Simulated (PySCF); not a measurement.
Start geometry of `P` (PH3) from GFN2-xTB (Å):
```
atom  x, y, z in Å
P1     0.0189   -0.0221    0.5746
H2    -0.5643    1.0041   -0.2078
H3     1.1381   -0.0186   -0.1982
H4    -0.5547   -0.9887   -0.2016
```

What comes out of this run: PySCF, PBE0-D3(BJ)/def2-SVP geometry optimisation, gas phase?

```
atom  x, y, z in Å
P1     0.0256   -0.0410    0.4763
H2    -0.5990    1.0211   -0.2472
H3     1.1993   -0.0042   -0.3374
H4    -0.5896   -1.0495   -0.3272
```

The energy falls by 10.7 kJ/mol over 4 energy and gradient evaluations, the largest force component goes from 0.0323 to 7.8e-05 Eh/bohr, and the atoms move by 0.051 Å rms after alignment. The bond that changes most is P1–H3 (phosphine phosphorus to P–H hydrogen), which lengthens by 0.069 Å. Bonds longer at the end by more than 0.005 Å: 3 of 3; shorter: 0. Rotational constants go from 141521, 137137, 127936 to 131470, 131450, 116795 MHz. The orientation of the end geometry is arbitrary; only internal coordinates are fixed.

The run used 33 basis functions and 22 SCF cycles in all. On one thread of an Intel Xeon 6975P-C, no GPU, on a shared host, this took 0.86 s of wall time and 0.25 GiB of memory at its peak.

Whether it is a minimum is left open (no frequencies).
